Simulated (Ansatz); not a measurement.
# HB–AlH, triplet: breathe scan

Starting geometry (PBE0/def2-TZVP stationary point for this spin, not checked as a minimum):

```csv
atom,x (Å),y (Å),z (Å)
B,0.0000,0.0000,1.0513
Al,0.0000,0.0000,-0.8575
H,0.0000,0.0000,2.2344
H,0.0000,0.0000,-2.4283
```

From there all distances are scaled together; atoms are numbered as listed. Energies are in eV, counted from the starting geometry at the same level.

Basis 6-31G; Ansatz 0.2.0. Correlated methods freeze the noble-gas cores. Prefix R: restricted or restricted open-shell reference. Active spaces: valence = (8e, 10o) chosen from the atoms' valence shells.

Coupled cluster chose its determinant by trial CCSD, here up to 0.76 eV above the lowest Hartree–Fock solution of its kind. Runs in a small pair space aren't shown, since their orbitals change along the scan. The reference follows the lowest state, whose symmetry changes from Σ⁻ or Δ to Π between 1.320 and 1.487.

Full CI is exact within this basis and frozen core; it isn't the basis-set limit.

```csv
scale of all distances,full CI,unpaired electrons (full CI),error RCCSD,error RCCSD(T),error RCCSDT,error RCCSDT(Q),error MRCISD (valence space),error MRCISD+Q (valence space)
0.885,1.643,2.03,-0.027,-0.009,-0.003,-0.001,0.001,0.001
1.000,0.000,2.04,0.000,0.000,0.000,0.000,0.000,0.000
1.122,0.496,2.09,0.051,0.018,0.007,0.002,-0.001,0.000
1.320,2.950,2.33,0.213,0.077,0.039,0.013,0.000,0.001
1.487,4.072,2.24,0.169*,0.106*,0.018,0.007,0.004,0.000
1.759,5.493,2.53,0.064,0.064,0.025,0.020,0.026,0.026
1.981,6.150,2.61,0.000,0.004,0.002,0.005,0.008,0.012
2.403,6.818,3.20,0.000,-0.037,-0.008,0.003,-0.010,-0.004
```

An asterisk marks runs whose energy the program itself flagged as in doubt.

Unpaired electrons are Σ n²(2−n)² over natural occupations. Errors are those of relative energies. In total energy the starting point itself misses full CI by: RCCSD 0.098, RCCSD(T) 0.030, RCCSDT 0.007, RCCSDT(Q) 0.002, MRCISD (valence space) 0.018, MRCISD+Q (valence space) 0.007 eV.

Spread of the error over the points with a reference, to 2.403 (largest less smallest): RCCSDT(Q) 0.021, MRCISD+Q (valence space) 0.030, MRCISD (valence space) 0.036, RCCSDT 0.048, RCCSD(T) 0.143, RCCSD 0.241 eV.

Going outwards, the relative energy of RCCSD first misses by more than 0.043 eV (1 kcal/mol) at 1.122.

MRCISD+Q (valence space) stays parallel to the reference within 0.030 eV over the points shown.
